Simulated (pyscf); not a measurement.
H₃C–SnH: [singlet] + hydrogen (H₂) + ammonia (NH₃) → H₃C–SnH₃ + ammonia (NH₃) (multi-bond step; singlet surface; H–H, H–N broken, H–Sn, H–Sn, H–N formed). Structures and frequencies: ωB97X-D3(BJ)/def2-SVP in PySCF. Energies in eV from the separated reactants.

```
level                   barrier  reaction energy
----------------------  -------  ---------------
ωB97X-D3(BJ)/def2-TZVP     0.53            -1.09
r²SCAN/def2-TZVP            [?]            -1.00
B3LYP-D3(BJ)/def2-TZVP     0.55            -0.81
PBE0-D3(BJ)/def2-TZVP      0.30            -1.03
M06-2X/def2-TZVP           0.73            -0.88
ωB97M-D3(BJ)/def2-TZVP      [?]              [?]
```

Question: Complete the blanks.

Answer: 
- r²SCAN/def2-TZVP, barrier: 0.37
- ωB97M-D3(BJ)/def2-TZVP, barrier: 0.59
- ωB97M-D3(BJ)/def2-TZVP, reaction energy: -0.96

The functionals in the table span 0.43 eV in this barrier, from PBE0-D3(BJ) to M06-2X. On the reactant side the descent ends in a bound adduct (not fully relaxed), 0.37 eV under the separated species and 0.90 eV under the saddle at ωB97X-D3(BJ)/def2-TZVP. This is the saddle that the search found; another between the same sides may lie lower. Elements past Kr carry the def2 core potentials, without spin-orbit coupling.
